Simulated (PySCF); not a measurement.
```xyz
5
charge -1 multiplicity 1, angstrom
Cl    0.0000    0.0000    0.0000
F     1.8255    0.0000    0.0000
F    -1.8255    0.0000    0.0000
F     0.0000    1.8255    0.0000
F     0.0000   -1.8255    0.0000
```

Computed with PBE0/[Cl def2-SVPD, F def2-SVPD], no relativity, density fitting, PySCF.

This geometry of [ClF4]- is a stationary point at this level.

Question: What is the point group?

Answer: D4h.

Question: Is it a minimum?

Answer: Yes: all harmonic wavenumbers are real.

Question: Which band is strongest in the infrared?

Answer: 571 cm⁻¹ (eu), 1125 km/mol.

Question: Give the atomic charges and bond orders.

Answer: 
```tsv
atom	Mulliken	Löwdin	polar tensor	Mayer order to Cl1
Cl1	1.03	1.24	2.21	–
F2,3,4,5	-0.51	-0.56	-0.80	0.52
```

Question: Give the ideal-gas entropy at 298.15 K and 1 bar by parts.

Answer: translation 167.6, rotation 94.5, vibration 49.5, spin 0.0; total 311.5 J/(mol K).

Other isomers or separated fragments may lie lower. The lowest empty level of this anion is unbound, so it and the gap depend on the basis.
